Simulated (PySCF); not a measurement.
# NOF (nitrosyl fluoride) at 6 levels

Wanted: a comparison of 6 runs (HF/STO-3G, HF/3-21G, BHLYP/def2-TZVPP, CAM-B3LYP/def2-TZVPP, PBE/def2-TZVPP, r2SCAN/def2-TZVPP) of NOF (nitrosyl fluoride). Input form: a Python script.

Program for the calculation: PySCF 2.14.0.

2 further runs of the same task are left out: 2 set aside as unsound or not needed.

### Step 1. The structure to begin with

NOF: 3 atoms, total charge 0, spin state singlet. As SMILES, `O=NF`. The N2–F3 distance was set to 2.670 Å, away from the relaxed value. At this shape a bond of the SMILES string is far longer than usual.

Bond lengths: O1–N2 1.127 Å.

### Step 2. A single-point energy at HF/STO-3G (run 1)

input.py

```python
from pyscf import gto, scf

mol = gto.M(
    atom='''
O        1.801337      -0.334733       0.956393
N        1.081917      -1.060243       0.481563
F       -1.017290       0.239580      -0.534650
''',
    basis='sto-3g',
    max_memory=1860,
    verbose=4,
)

myscf = scf.RHF(mol)
myscf.conv_tol = 1e-10
myscf.kernel()
if not myscf.converged:
    myscf = myscf.newton().run(myscf.mo_coeff, myscf.mo_occ)

energy = myscf.e_tot
print('Final energy', energy)
```

Command:

```
OMP_NUM_THREADS=1 python input.py
```

Standard output:

```text
PySCF version 2.14.0

[INPUT] num. atoms = 3
[INPUT] num. electrons = 24
[INPUT] charge = 0
[INPUT] spin (= nelec alpha-beta = 2S) = 0
[INPUT] symmetry False subgroup None
[INPUT] Mole.unit = angstrom
[INPUT] Symbol           X                Y                Z      unit          X                Y                Z       unit  Magmom
[INPUT]  1 O      1.801337000000  -0.334733000000   0.956393000000 AA    3.404033588046  -0.632553694854   1.807320837451 Bohr   0.0
[INPUT]  2 N      1.081917000000  -1.060243000000   0.481563000000 AA    2.044526819511  -2.003568895487   0.910022181724 Bohr   0.0
[INPUT]  3 F     -1.017290000000   0.239580000000  -0.534650000000 AA   -1.922399489259   0.452740584923  -1.010342072499 Bohr   0.0

[... 88 lines left out ...]
converged SCF energy = -225.23893329838
Final energy -225.2389332983804
```

Wall time 0.5 s (1 thread of Arm Neoverse V2, shared host); peak memory 0.1 GiB.

### Step 3. A single-point energy at HF/3-21G (run 2)

calc.py

```python
from pyscf import gto

system = gto.M(
    atom=[
    ('O', (1.801337, -0.334733, 0.956393)),
    ('N', (1.081917, -1.060243, 0.481563)),
    ('F', (-1.017290, 0.239580, -0.534650)),
],
    verbose=3,
    basis='3-21g',
    max_memory=1860,
)

mf = system.RHF()
mf.conv_tol = 1e-10
mf.kernel()
if not mf.converged:
    mf = mf.newton().run(mf.mo_coeff, mf.mo_occ)

e_final = mf.e_tot
print(f'total energy: {e_final:.8f} hartree')
```

Command:

```
OMP_NUM_THREADS=1 python calc.py
```

Standard output:

```text
converged SCF energy = -227.162113293516
total energy: -227.16211329 hartree
```

Wall time 0.58 s (1 thread of Arm Neoverse V2, shared host); peak memory 0.12 GiB.

Runs 3 to 5 aren't shown in full; the table further down has their settings and results.

### Step 4. A single-point energy at r2SCAN/def2-TZVPP (run 6)

run.py

```python
from pyscf import gto, dft

system = gto.Mole()
system.atom = [
    ('O', (1.801337, -0.334733, 0.956393)),
    ('N', (1.081917, -1.060243, 0.481563)),
    ('F', (-1.017290, 0.239580, -0.534650)),
]
system.verbose = 3
system.basis = 'def2-tzvpp'
system.max_memory = 1860
system.build()

mf = dft.RKS(system)
mf.xc = 'r2scan'
mf.conv_tol = 1e-10
mf.grids.level = 5
mf.kernel()
if not mf.converged:
    mf = mf.newton().run(mf.mo_coeff, mf.mo_occ)

etot = mf.e_tot
print(f'total energy: {etot:.8f} hartree')
```

Command:

```
OMP_NUM_THREADS=1 python run.py
```

Standard output:

```text
SCF not converged.
SCF energy = -229.633548249181
converged SCF energy = -229.633586545531
total energy: -229.63358655 hartree
```

It took 96 s on 1 thread of Arm Neoverse V2, shared host; peak memory 0.63 GiB.

### Step 5. All runs side by side

```csv
run,level,integration grid,energy (Eh),dipole moment (D),HOMO energy (eV),LUMO energy (eV),wall time
1,HF/STO-3G,–,-225.238933,2.54,-4.42,1.80,0.5 s
2,HF/3-21G,–,-227.162113,6.31,-8.88,-1.88,0.58 s
3,BHLYP/def2-TZVPP,5,-229.583259,7.59,-8.96,-4.88,11 s
4,CAM-B3LYP/def2-TZVPP,5,-229.643897,7.10,-9.25,-4.65,17 s
5,PBE/def2-TZVPP,5,-229.534112,5.68,-6.56,-6.40,18 s
6,r2SCAN/def2-TZVPP,5,-229.633587,6.11,-6.85,-6.51,96 s
```

### Step 6. Outcome

| quantity | value |
| --- | --- |
| run 6: total energy | -229.63359 Eh |
| run 6: dipole moment | 6.11 D |
| run 6: HOMO energy | -6.85 eV |
| run 6: LUMO energy | -6.51 eV |
| run 6: HOMO–LUMO gap | 0.34 eV |

In words: The dipole moment (its size) runs from 2.54 D (HF/STO-3G) to 7.59 D (BHLYP/def2-TZVPP). The two ends differ in method and basis. The HOMO–LUMO gap runs from 0.16 eV (PBE/def2-TZVPP) to 7.00 eV (HF/3-21G). Totals of different functionals can't be ranked against each other. In run 1 the basis is minimal, so the values are rough. In runs 1, 2, 3, 4, 5, 6 a closed-shell determinant meets a far-stretched bond, which it describes badly. All runs together took 2.4 min, the longest 96 s.
